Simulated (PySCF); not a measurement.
## Frontier orbitals and the lowest excitations

Compound: C₅H₇F.
SMILES with atom numbers: `[F:1][C@@H:2]1[CH2:3][C:4]12[CH2:5][CH2:6]2` (hydrogens: H7 on C2; H8, H9 on C3; H10, H11 on C5; H12, H13 on C6)

Method: TDDFT wB97X-D/def2-SVPD, vertical, gas phase, core orbitals frozen in the response (PySCF). Isolated species at its GFN2-xTB geometry, gas phase.

Frontier orbitals with the atoms that hold most of them (Löwdin shares over 4%, at most four atoms; ? is withheld):

```json
{"orbital": "HOMO-3", "ε (eV)": "-11.90", "atoms": "C6 22%, C5 20%, F1 19%, C3 10%"}
{"orbital": "HOMO-2", "ε (eV)": "-10.50", "atoms": "C4 32%, C5 24%, C6 14%, C3 10%"}
{"orbital": "HOMO-1", "ε (eV)": "-10.27", "atoms": "?"}
{"orbital": "HOMO", "ε (eV)": "-9.78", "atoms": "C2 22%, C3 16%, C6 16%, F1 16%"}
{"orbital": "LUMO", "ε (eV)": "2.50", "atoms": "?"}
{"orbital": "LUMO+1", "ε (eV)": "2.94", "atoms": "C5 16%, H10 15%, H7 14%, C2 11%"}
{"orbital": "LUMO+2", "ε (eV)": "3.07", "atoms": "H13 16%, C6 14%, F1 13%, H11 11%"}
```

(1) Give the leading atoms of the LUMO.

(2) Give the leading atoms of the HOMO-1.

(3) How does S1 compare with the orbital gap of 12.28 eV?

Answers

(1) C6 (bonded to 2 C and 2 H) 18%; C2 (bonded to 2 C, F and H) 12%; C3 (bonded to 2 C and 2 H) 12%; C5 (bonded to 2 C and 2 H) 11%.

(2) C4 (bonded to 4 C) 28%; C3 (bonded to 2 C and 2 H) 21%; C2 (bonded to 2 C, F and H) 13%; F1 (bonded to C) 9%. By element: carbon 61% or more, fluorine 9%.

(3) S1 is at 8.00 eV (f = 0.0015), 4.29 eV below the gap, made of HOMO→LUMO (62%), HOMO→LUMO+1 (16%). Without the coupling terms of the response equations the lowest excitation would equal the gap.

Next come S2 at 8.44 eV (f 0.0026), HOMO-1→LUMO (47%), HOMO→LUMO (14%); S3 at 8.56 eV (f 0.033), HOMO→LUMO+1 (31%), HOMO→LUMO (13%), HOMO-1→LUMO+1 (12%); S4 at 8.74 eV (f 0.0080), HOMO→LUMO+2 (38%), HOMO→LUMO+1 (31%), HOMO-2→LUMO (15%); S5 at 8.84 eV (f 0.020), HOMO→LUMO+3 (66%), HOMO-2→LUMO (17%).

Löwdin shares depend on the basis, the more so with diffuse functions.

Hardware: one thread of an Intel Xeon Platinum 8488C, no GPU, on a shared host. Cost: 27 s of wall time (grids of density and orbitals included), 0.74 GiB resident at most.
